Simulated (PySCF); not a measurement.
Bond stretch in SO, triplet.

Methods: UKS-CAM-B3LYP = unrestricted CAM-B3LYP/cc-pVDZ in PySCF; ROHF/cc-pVDZ (PySCF); UKS-r2SCAN = unrestricted r2SCAN/cc-pVDZ in PySCF.

Magnitude of the dipole moment (D; its direction can reverse along the curve, and a method can change to another solution) and Mulliken charge of the fragment that holds S1:

```csv
R / Å,μ UKS-CAM-B3LYP,q UKS-CAM-B3LYP,μ ROHF,q ROHF,μ UKS-r2SCAN,q UKS-r2SCAN
1.18,0.73,0.15,1.01,0.28,0.62,0.17
1.25,1.00,0.18,1.38,0.32,0.89,0.19
1.34,1.28,0.22,1.78,0.36,1.16,0.23
1.40,1.42,0.25,1.99,0.39,1.30,0.25
1.44,1.50,0.26,2.10,0.40,1.37,0.26
1.48,1.57,0.27,2.20,0.41,1.43,0.27
1.51,1.61,0.28,2.26,0.41,1.47,0.28
1.58,1.68,0.28,2.35,0.41,1.54,0.28
1.64,1.71,0.28,2.39,0.40,1.57,0.28
1.70,1.73,0.27,2.35,0.38,1.58,0.27
1.84,1.70,0.24,2.60,0.37,1.57,0.24
```

The scan ran from 1.18 to 5.96 Å; beyond the distances shown one of the unrestricted levels run for this scan, shown here or not, changes its spin distribution in one step.
